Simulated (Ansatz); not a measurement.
The input, for Ansatz 0.2.0:

```yaml
crystal:
  periodic: [false, false, false]
  atoms:
    - {symbol: Si, position_ang: [0.000000, 0.000000, 2.736935]}
    - {symbol: Al, position_ang: [0.000000, 0.000000, -0.571065]}
    - {symbol: H, position_ang: [0.000000, 0.000000, -2.165871]}
basis:
  gaussian: {orbitals: cc-pVDZ}
correlation: {method: fic_mrcisd_q, electrons: outside_noble_gas, active_space: {window: {electrons: 8, orbitals: 9}, shells: [{species: Al, l: s, shell: 3}, {species: Al, l: p, shell: 3}, {species: H, l: s, shell: 1}, {species: Si, l: s, shell: 3}, {species: Si, l: p, shell: 3}]}}
```

```sh
$ ansatz run in.yaml --threads 1 --pin off --events-out ev --progress --plain --max-ram 3498MiB --backend cpu
```

The program prints:

```
743 factors; integrals over basis functions are off by at most 2.2e-7 eV
mean field evaluation 1: about -14455.7355 eV, gradient 7.0e0 eV
mean field evaluation 2: about -14455.7361 eV, gradient 7.0e0 eV
mean field evaluation 4: about -14456.2561 eV, gradient 9.2e-1 eV
mean field evaluation 8: about -14456.2785 eV, gradient 4.0e-3 eV
mean field evaluation 16: about -14456.2785 eV, gradient 5.4e-2 eV
mean field evaluation 32: about -14449.8685 eV, gradient 9.9e-7 eV
mean field evaluation 64: about -14455.3999 eV, gradient 3.4e0 eV
mean field -14456.27853854 eV, -531.2584374738 hartree, gradient 8.9e-6 eV, S^2 0.000000; 9 other end points of the search recorded, 0 dependent functions left out; unrestricted orbitals would lower it
reference -14456.27853854 eV, -531.2584374738 hartree; 14, 14 occupied and 27, 27 virtual orbitals, 743 factors
state -14458.42603389 eV, -531.3373564723 hartree
contracted CI cycle   1: correlation 0.00000000 eV, 0.0000000000 hartree, residual 9.68e0 eV
contracted CI cycle   2: correlation -2.38640544 eV, -0.0876987825 hartree, residual 2.23e0 eV
contracted CI cycle   3: correlation -2.50788133 eV, -0.0921629391 hartree, residual 4.97e-1 eV
contracted CI cycle   4: correlation -2.51379857 eV, -0.0923803936 hartree, residual 1.30e-1 eV
contracted CI cycle   5: correlation -2.51419470 eV, -0.0923949509 hartree, residual 3.53e-2 eV
contracted CI cycle   6: correlation -2.51422429 eV, -0.0923960383 hartree, residual 1.02e-2 eV
contracted CI cycle   7: correlation -2.51422677 eV, -0.0923961295 hartree, residual 2.55e-3 eV
contracted CI cycle   8: correlation -2.51422693 eV, -0.0923961353 hartree, residual 6.87e-4 eV
contracted CI cycle   1: correlation 0.00000000 eV, 0.0000000000 hartree, residual 9.68e0 eV
contracted CI cycle   2: correlation -2.38640544 eV, -0.0876987825 hartree, residual 2.23e0 eV
contracted CI cycle   3: correlation -2.50788133 eV, -0.0921629391 hartree, residual 4.97e-1 eV
contracted CI cycle   4: correlation -2.51379857 eV, -0.0923803936 hartree, residual 1.30e-1 eV
contracted CI cycle   5: correlation -2.51419470 eV, -0.0923949509 hartree, residual 3.53e-2 eV
contracted CI cycle   6: correlation -2.51422429 eV, -0.0923960383 hartree, residual 1.02e-2 eV
contracted CI cycle   7: correlation -2.51422677 eV, -0.0923961295 hartree, residual 2.55e-3 eV
contracted CI cycle   8: correlation -2.51422693 eV, -0.0923961353 hartree, residual 6.87e-4 eV
state -14458.42603389 eV, -531.3373564723 hartree; corrected -14461.13806947 eV, -531.4370219416 hartree
Total energy: -14461.13806947 eV, -531.4370219416 hartree
Checks for a lower state left out: starts, orbital_swaps
```

For the same geometry and basis full CI lies 19.2 meV higher.

Ran on 1 thread of AMD EPYC 7R13, shared host: 8.5 s wall, 0.37 GiB peak host memory.
